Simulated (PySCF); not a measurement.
Method: BP86-D3(BJ)/def2-TZVP // BP86-D3(BJ)/def2-SVP run with PySCF. Gas-phase values, no solvent. 

Reference species (SMILES): `[O]C` (neutral, multiplicity 2).

```
Item                             Result
-----------------------------  --------
highest occupied spin orbital  -6.10 eV
```

Changed species: `[CH3]` (free radical CH3; the reference has free radical OCH3).

Question: What does the change do to the highest occupied spin orbital?

Answer: the highest occupied spin orbital rises by 0.64 eV, to -5.46 eV.
